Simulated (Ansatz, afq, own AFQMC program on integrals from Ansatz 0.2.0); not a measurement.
**CH4, singlet: AFQMC among the cluster methods**

```xyz
5

C     0.0247    0.0245   -0.0246
H     0.6527    0.6545    0.6047
H    -0.9995   -0.9919    0.9954
H    -0.6019    0.6526   -0.6571
H     0.6548   -0.6070   -0.6502
```

Basis 6-31G. Noble-gas cores (and the filled d shells of Ga–Kr and In–Xe) are frozen. Ansatz 0.2.0 and our own AFQMC program on the same integrals; the CISD trial comes from CCSD amplitudes, and released means the phaseless constraint is let go. Error bars are statistical, one sigma.

Determinant: UHF, the one that the program's search chose, which needn't be the lowest solution. The geometry is a point of a scan.

Full CI on the same integrals is exact in this basis and with this determinant's frozen core.

Cautions: higher spins were not checked; an unrestricted solution with more broken spin lies lower (106 meV, ⟨S²⟩ 0.31), while this determinant keeps restricted orbitals.

The T1 diagnostic is 0.0137, the weight of the determinant in the CISD state is 0.903 and the ⟨S²⟩ of the determinant is 0.000. The size of the correlated space is 8 electrons in 16 orbitals.

```
  level  correlation energy (eV)
    MP2                  -3.0061
   CCSD                  -3.7877
CCSD(T)                  -3.8731
```

(1) Estimate where full CI lies against CCSD(T) on the same integrals.

(1) 0.27 kcal/mol below CCSD(T).

Reference: full CI, correlation energy -3.885 eV. The released energy is read at 2.40 1/Eh (meV from the phaseless value at times in 1/Eh: 2 ± 3 at 0.24, -0.5 ± 2.0 at 0.51, -0.2 ± 1.2 at 0.99, -1.4 ± 1.6 at 1.62, -4.9 ± 1.6 at 2.40).

| level | E − E(reference) (kcal/mol) | share of correlation (%) |
| --- | --- | --- |
| CCSD(T) | 0.27 | 99.70 |
| CCSDT | 0.06 | 99.94 |
| CCSDT(Q) | 0.00 | 100.00 |
| CCSDTQ | 0.01 | 99.99 |
| ph-AFQMC/HF | 2.57 ± 0.96 | 97.13 |
| ph-AFQMC/CISD | 0.11 ± 0.08 | 99.88 |
| released AFQMC | 0.00 ± 0.04 | 100.00 |

CCSDT and higher add their correlation energy to the determinant of the CCSD(T) run, since their own runs factorise the integrals more tightly (a shift of under 2 meV). A walk keeps the symmetry of its determinant, which the program's search chose and which needn't be the lowest solution, so a lower state of the same spin and another symmetry isn't excluded. Released energies are given only where the last usable release times agree within the noise; a slower fall can still hide under it.
